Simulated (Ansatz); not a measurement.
# BSiNH (sextet): from Hartree-Fock to the top rungs, def2-QZVPP

The task here is to estimate one member of a computed series from the others.

Program: Ansatz 0.2.0, Gaussian basis. Level of theory: def2-QZVPP, core rule «outside noble gas», up to 7 orbitals frozen. These are calculated values, not measurements.

To be run: UHF; ROHF; CCSD(T) on UHF.

3 further runs of the same task are left out: 1 that didn't finish, 2 set aside as unsound or not needed.

## What is computed

The geometry is a PBE0/def2-TZVP stationary point (not a proven minimum) of the parent state, kept for this charge and spin.

4 atoms, charge 0, spin multiplicity 6.

Atoms are counted from 1 here; the program's logs count them from 0.

Bond lengths: N1–B2 1.336 Å, N1–Si3 1.777 Å, B2–Si3 2.063 Å, B2–H4 1.181 Å. Angles: B2–N1–Si3 81.7°, N1–B2–Si3 58.5°, N1–B2–H4 153.5°, Si3–B2–H4 148.1°, N1–Si3–B2 39.9°.

The first run:

Contents of in.yaml:

```yaml
crystal:
  periodic: [false, false, false]
  atoms:
    - {symbol: N, position_ang: [0.000000, -0.759800, 0.665432]}
    - {symbol: B, position_ang: [0.000000, 0.473968, 1.177819]}
    - {symbol: Si, position_ang: [0.000000, 0.151704, -0.859531]}
    - {symbol: H, position_ang: [0.000000, 1.247631, 2.069996]}
basis:
  gaussian: {orbitals: "def2-QZVPP.json"}
magnetization: {spin_polarized: true, initial_magnetization: 5}
hamiltonian: {xc: hf}
output: {orbitals: {seedname: orbitals}}
```

The run is started by

```sh
$ ansatz run in.yaml --threads 1 --pin off --events-out ev --progress --plain --max-ram 2393MiB
```

Steps of the session up to this table: UHF; ROHF; CCSD(T) on UHF.

One of the session's tables, all rows but one given; the rest of the session is left out.

| method | from UCCSD(T) (kcal/mol) |
| --- | --- |
| ROHF | ? |
| UHF | +226.98 |
| UMP2 | +29.02 |
| UCCSD | +10.83 |
| UCCSD(T) | 0 |

**Question.** Estimate the row for ROHF.

The run gave: from UCCSD(T) (kcal/mol): +233.77. In the column «from UCCSD(T) (kcal/mol)» it is the highest.
